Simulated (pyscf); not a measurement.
Elimination: Li–O–CH₂–CH₃ -> Li–OH + ethylene (H₂C=CH₂)

Gas phase, singlet surface, charge 0. Bonds broken: O2–C3, C4–H7. Bonds formed: O2–H7. Optimised with ωB97X-D3(BJ)/def2-SVP in PySCF. Correlated levels are frozen-core, on RHF or UHF. ΔMP2 is the change of the MP2 total energy from the triple- to the quadruple-zeta basis.

Transition state (Å):

```xyz
9

Li     2.0569    -0.1626    -1.7563
O      1.0404     0.2390    -0.4736
C      0.8455     0.0648     1.0415
C     -0.4643     0.7089     1.2461
H      1.7189     0.5573     1.5051
H      0.8981    -1.0248     1.2183
H      0.1023     0.7239    -0.4022
H     -1.2775     0.0331     1.5509
H     -0.4471     1.6263     1.8534
```

One imaginary mode, 642i cm⁻¹; descent along it reached the two sides named.

```csv
bond,change,reactant side (Å),saddle,product side
O2–C3,breaks,1.369,1.537,3.4
C4–H7,breaks,1.103,1.743,4.1
O2–H7,forms,2.7,1.058,0.953
```

Electronic energies relative to the reactant's lowest minimum found (kcal/mol):

```csv
level,barrier,reaction energy,reverse barrier
ωB97X-D3(BJ)/def2-TZVP,64.7,+19.8,45.0
PBE/def2-TZVP,57.0,+18.5,38.5
r²SCAN/def2-TZVP,60.9,+19.6,41.3
B3LYP-D3(BJ)/def2-TZVP,62.1,+16.6,45.5
PBE0-D3(BJ)/def2-TZVP,61.7,+21.6,40.1
M06-2X/def2-TZVP,63.2,+18.8,44.3
ωB97M-D3(BJ)/def2-TZVP,62.3,+17.2,45.1
HF/def2-TZVP,74.3,+14.0,60.3
MP2/def2-QZVPP,61.2,+16.5,44.7
CCSD/def2-TZVPP,64.6,+16.1,48.5
CCSD(T)/def2-TZVPP,62.1,+16.1,45.9
CCSD(T)/def2-TZVPP + ΔMP2(QZVPP),62.1,+15.6,46.5
```

With CCSD(T)/def2-TZVPP + ΔMP2(QZVPP) energies and thermal terms (ideal gas, 1 atm, RRHO with modes under 100 cm⁻¹ raised to 100, one conformer, R ln 2 for chiral ones without a mode under 150 cm⁻¹), in kcal/mol:

```csv
T (K),ΔH‡,ΔG‡,ΔH,ΔG
298,58.0,57.7,+13.1,+3.5
600,58.2,57.3,+13.5,-6.4
900,58.2,56.9,+13.3,-16.3
1200,58.0,56.5,+12.6,-26.1
```

One saddle was located; it need not be the lowest between these sides. The CCSD(T) − MP2 part came from Ansatz, without density fitting, on the same reference. The frozen core leaves the outer d or s,p core shells of the metals and heavy elements correlated in the MP2 and CC values, and def2-TZVPP describes them poorly, which can shift differences by a few kcal/mol.
